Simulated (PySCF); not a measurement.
Gas-phase reaction: Al(OH)₃ → AlH₃ + 3 O

Computed with PySCF and rigid-rotor harmonic-oscillator thermochemistry at 1 bar. † marks an energy on the PBE0/def2-TZVP geometry and frequencies; other levels use their own. CCSD(T) freezes the core. 6-31G* has spherical d functions here. Open shells (unrestricted): O (multiplicity 3, electronic degeneracy 9); the rest are closed-shell singlets. Spin-orbit splitting is ignored; it lowers the true energy and changes the entropy of O. B3LYP is the form with VWN-RPA correlation. Al(OH)₃, AlH₃: computed as isolated molecules; such fragments, hydroxides, amides, oligomers or adducts are transient or little studied in the gas. CCSD(T) isn't extrapolated to the basis-set limit; its ΔH°(298 K) is 1662.1 kJ in def2-SVP and 1789.6 kJ in def2-TZVPP. The harmonic model lacks anharmonicity and excited electronic states, which grow with temperature; levels with a mode under 35 cm⁻¹ are left out.

| level | ΔE electronic, kJ | ΔH°(298 K), kJ | ΔS°(298 K), J/K | ΔG°(600 K), kJ |
|---|---|---|---|---|
| B3LYP/6-31G* | 1749 | 1701 | 388 | 1468 |
| BLYP/def2-TZVP† | 1874 | 1825 | 389 | 1591 |
| CCSD(T)/def2-SVP† | 1712 | 1662 | 389 | 1428 |
| CCSD(T)/def2-TZVPP† | 1839 | 1790 | 389 | 1556 |
| HF/6-31G* | 1115 | 1063 | 392 | 827 |
| PBE/def2-TZVP† | 1937 | 1888 | 389 | 1654 |
| ωB97X-V/def2-TZVP† | 1864 | 1814 | 389 | 1581 |
ΔH° is lowest at HF/6-31G* and highest at PBE/def2-TZVP†. No reference value is set beside these.
